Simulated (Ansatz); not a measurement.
# BeMgH2+ (doublet): wave-function methods side by side, def2-QZVPP

The task here is to estimate one member of a computed series from the others.

Computed with Ansatz 0.2.0, Gaussian basis. Level: def2-QZVPP, core rule «outside noble gas», up to 6 orbitals frozen.

The runs, in order: UHF; ROHF; CCSD(T) on UHF.

2 further runs of the same task are left out: 2 set aside as unsound or not needed.

### What is computed

The geometry is a PBE0/def2-TZVP stationary point (not a proven minimum) of the parent state, kept for this charge and spin.

4 atoms, charge 1, spin multiplicity 2.

Atoms are counted from 1 here; the program's logs count them from 0.

Bond lengths: Be1–H3 1.420 Å, Mg2–H3 2.008 Å, Mg2–H4 1.710 Å. Angles: H3–Mg2–H4 132.1°, Be1–H3–Mg2 95.7°.

Set-up of the first run:

File in.yaml:

```yaml
crystal:
  periodic: [false, false, false]
  atoms:
    - {symbol: Be, position_ang: [0.000000, -0.064014, 1.914191]}
    - {symbol: Mg, position_ang: [0.000000, -0.036767, -0.656886]}
    - {symbol: H, position_ang: [0.000000, 1.049072, 1.031751]}
    - {symbol: H, position_ang: [0.000000, 0.409865, -2.307047]}
basis:
  gaussian: {orbitals: "def2-QZVPP.json"}
total_charge: 1
magnetization: {spin_polarized: true, initial_magnetization: 1}
hamiltonian: {xc: hf}
output: {orbitals: {seedname: orbitals}}
```

Launch:

```console
$ ansatz run in.yaml --threads 1 --pin off --events-out ev --progress --plain --max-ram 2393MiB
```

Steps of the session up to this table: UHF; ROHF; CCSD(T) on UHF.

One table of the session follows, with a row left open; its other results are not shown here.

| method | from UCCSD(T) (kcal/mol) |
| --- | --- |
| ROHF | ? |
| UHF | +54.35 |
| UMP2 | +12.34 |
| UCCSD | +0.67 |
| UCCSD(T) | 0 |

Q: Estimate the row for ROHF from the others.

The run gave: from UCCSD(T) (kcal/mol): +54.75. In the column «from UCCSD(T) (kcal/mol)» it is the highest.
